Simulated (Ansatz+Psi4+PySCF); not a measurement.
**doublet C3H6(+): levels of theory in one basis**

```yaml
atoms:
  - { symbol: C, position_ang: [0.0000, 0.8670, 0.0000] }
  - { symbol: C, position_ang: [0.7508, -0.4335, 0.0000] }
  - { symbol: C, position_ang: [-0.7508, -0.4335, 0.0000] }
  - { symbol: H, position_ang: [0.0000, 1.4558, 0.9105] }
  - { symbol: H, position_ang: [0.0000, 1.4558, -0.9105] }
  - { symbol: H, position_ang: [1.2607, -0.7279, -0.9105] }
  - { symbol: H, position_ang: [1.2607, -0.7279, 0.9105] }
  - { symbol: H, position_ang: [-1.2607, -0.7279, 0.9105] }
  - { symbol: H, position_ang: [-1.2607, -0.7279, -0.9105] }
```

Basis set: cc-pVTZ (spherical functions). Correlated methods keep 3 orbitals frozen. Correlation on ROHF uses semicanonical orbitals with singles. Charge 1, multiplicity 2.

Computed with Ansatz (development build ahead of 0.2.0) and Psi4 1.11; each method stands on the lowest determinant of its kind that the runs found.

```json
{"method": "ROHF", "E − E(ROHF) (eV)": "0.00", "<S²> of the determinant": "0.75"}
{"method": "UHF", "E − E(ROHF) (eV)": "-0.16", "<S²> of the determinant": "0.77"}
{"method": "ROHF-MP2", "E − E(ROHF) (eV)": "-12.98", "<S²> of the determinant": "–"}
{"method": "UHF-MP2", "E − E(ROHF) (eV)": "-12.90", "<S²> of the determinant": "0.77"}
```

Problem. Is a single determinant a sound starting point here?

Solution. By this sign, yes. Unrestricted orbitals gain 0.16 eV and <S²> is 0.77 against 0.75 for a pure state.

Caution for ROHF-MP2, UHF-MP2: MP2 on this radical cation hangs on the determinant chosen.
